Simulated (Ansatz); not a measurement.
# Basis or method: atomization of CH3

CH3, doublet; coordinates (Å): C 0.000 0.000 0.000; H 1.080 0.014 0.000; H -0.552 0.928 -0.003; H -0.528 -0.942 0.003. Quantity: atomization.

Ansatz 0.2.0, basis 6-31G or cc-pVDZ or cc-pVTZ; geometries are PBE0/def2-TZVP minima. Wave-function levels freeze the cores; HF, MP2 and coupled cluster are restricted for singlets and unrestricted otherwise, atoms included (their steps beyond CCSDT(Q) come from restricted open-shell runs), Kohn–Sham unrestricted where that lies lower. NEVPT2 stands on CASSCF in the full valence space. The reference is CCSDT(Q) or full CI (coupled cluster only where its series has nearly closed). Semilocal and hybrid functionals correlate all electrons outside any core potential and usually lie nearer their basis limit than the reference, so part of their error here is the reference's basis and frozen-core error; RPA and the MP2 part of double hybrids freeze the same cores as the reference. None of these values is a measured one. Energies are electronic, without zero-point terms. No spin–orbit coupling and no scalar relativity. The species are chosen: bound, without strong static correlation by their natural occupations or amplitudes, in their lowest spin state as far as vertical gaps and like structures tell, and with a ladder that closes on the reference, so errors are smaller than for species at large; levels whose determinant breaks symmetry or spin markedly are left out.

| level | 6-31G (kJ/mol) | cc-pVDZ (kJ/mol) | cc-pVTZ (kJ/mol) |
| --- | --- | --- | --- |
| reference | 1132.9 (full CI) | 1202.1 (full CI) | 1262.5 (CCSDT(Q)) |
| HF | 981.9 | 996.2 | 1014.6 |
| MP2 | 1118.8 | 1192.8 | 1254.2 |
| CCSD | 1130.7 | 1197.3 | 1255.2 |
| CCSD(T) | 1132.5 | 1201.6 | 1262.3 |
| NEVPT2 | 1130.8 | 1179.4 | 1231.1 |
| PBE | 1285.5 | 1272.8 | 1296.6 |
| B3LYP | 1277.8 | 1268.3 | 1296.0 |

From 6-31G to cc-pVTZ the reference moves by 129.6 kJ/mol and PBE by 11.1 (over all sets PBE spans 23.8); the step from CCSD(T) to the reference is 0.4 in the first and 0.2 in the last.
